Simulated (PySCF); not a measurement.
## Two-photon absorption: 2-ethylthiirane, C₄H₈S

Cartesian coordinates in Å; atom numbers follow the order of the lines, from 1:
```xyz
13

C     1.6285    0.1328   -0.2476
C     0.4936   -0.6786    0.3607
C    -0.6640    0.1943    0.7586
C    -1.6860    0.5674   -0.2423
S    -2.2832   -0.5693    1.0251
H     2.0075    0.8761    0.4586
H     1.2975    0.6644   -1.1434
H     2.4630   -0.5123   -0.5298
H     0.8522   -1.2238    1.2386
H     0.1345   -1.4308   -0.3478
H    -0.4299    0.9564    1.4980
H    -1.5893    0.1414   -1.2360
H    -2.1098    1.5648   -0.2114
```

Level of theory: PySCF, TDDFT CAM-B3LYP/def2-TZVPD excited states, vertical, gas phase. Geometry: PBE0-D3(BJ)/def2-TZVP.

(1) How strongly do the lowest singlets absorb one photon, and two photons of half the energy?

Answers

(1) δ for parallel linear polarisation; σ at the peak of a Lorentzian of half width 0.1 eV, single beam; Ω is circular over linear.
| state | E (eV) | f | photon λ (nm) | δ (au) | σ (GM) | Ω | main |
| --- | --- | --- | --- | --- | --- | --- | --- |
| S1 | 4.76 | 0.000 | 521 | 3.86 | 0.03 | 1.38 | HOMO→LUMO 0.73, HOMO→LUMO+5 0.22 |
| S2 | 5.99 | 0.027 | 414 | 67.8 | 0.89 | 1.40 | HOMO→LUMO+2 0.66, HOMO→LUMO+1 0.18 |
| S3 | 6.18 | 0.021 | 401 | 83.2 | 1.16 | 1.35 | HOMO→LUMO+1 0.49, HOMO→LUMO+2 0.24 |
| S4 | 6.51 | 0.034 | 381 | 127 | 1.97 | 0.45 | HOMO→LUMO+3 0.72 |
| S5 | 6.88 | 0.004 | 360 | 55.3 | 0.96 | 0.94 | HOMO→LUMO+5 0.54, HOMO→LUMO 0.20 |
| S6 | 7.45 | 0.030 | 333 | 27.3 | 0.56 | 0.47 | HOMO−1→LUMO 0.65 |

Among these, the strongest one-photon state is S4, the strongest two-photon state S4, with a dipole change of 5.5 D (relaxed, norm of the difference vector).
